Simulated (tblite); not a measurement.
C₄H₃S (doublet state).
SMILES: `C=[C]C=C=S`

Computed values, GFN2-xTB/tblite, gas phase, harmonic and unscaled. This tight-binding method is rough: wavenumbers can miss measured ones by several per cent, in bad cases by 10 to 20. Open shells enter through the occupations alone, without spin polarisation, and single modes of such species can be off by tens of per cent.

Harmonic wavenumbers (cm⁻¹): 48.0, 91.4, 96.2, 285.7, 437.0, 504.8, 722.7, 791.6, 867.2, 939.2, 1057.5, 1200.6, 1400.8, 1685.3, 1975.0, 2955.5, 2986.5, 3004.5.

A = 24453, B = 1618, C = 1533 MHz; mass 82.996 u (most abundant isotopes); point group Cs, symmetry number 1; spin multiplicity 2.

What is the zero-point energy?

½Σν̃ = 10525 cm⁻¹ = 125.90 kJ/mol.

Entropy at 298.15 K, 1 bar (ideal gas, RRHO, classical rotation)?

Translation 163.97, rotation 109.09, vibration 66.75, spin (R ln 2) 5.76: S = 345.6 J/(mol K).

And Cp and H(298.15 K) − H(0)?

Cp = 89.08 J/(mol K), of which vibrations give 55.82 (their classical limit is 18 R = 149.7); H(298.15 K) − H(0) = 19.41 kJ/mol without the zero-point energy, 9.49 from vibrations.

Which modes carry the vibrational entropy at 298.15 K?

48.0 cm⁻¹: 20.49; 91.4 cm⁻¹: 15.19; 96.2 cm⁻¹: 14.77; 285.7 cm⁻¹: 6.27; 437.0 cm⁻¹: 3.50; 504.8 cm⁻¹: 2.70 J/(mol K); the other 12 give 3.82 together.

How do the functions run with temperature in this model?

| T (K) | S (J/(mol K)) | Cp (J/(mol K)) | H − H(0) (kJ/mol) | G − H(0) (kJ/mol) | ln q(vib) |
| --- | --- | --- | --- | --- | --- |
| 150 | 293.1 | 66.3 | 7.89 | -36.07 | 2.13 |
| 250 | 330.5 | 81.8 | 15.29 | -67.34 | 3.57 |
| 400 | 373.7 | 102.9 | 29.20 | -120.29 | 5.46 |
| 600 | 419.6 | 123.2 | 51.95 | -199.79 | 7.72 |
| 900 | 473.5 | 142.7 | 92.08 | -334.11 | 10.69 |

q(vib) and H(0) count from the zero-point level.

What must be added to the electronic energy to get the Gibbs energy at 298.15 K and 1 bar?

ZPE + [H(298.15 K) − H(0)] − T·S = 125.90 + 19.41 − 103.03 = 42.28 kJ/mol.

Hindered rotation and anharmonicity are outside this model.
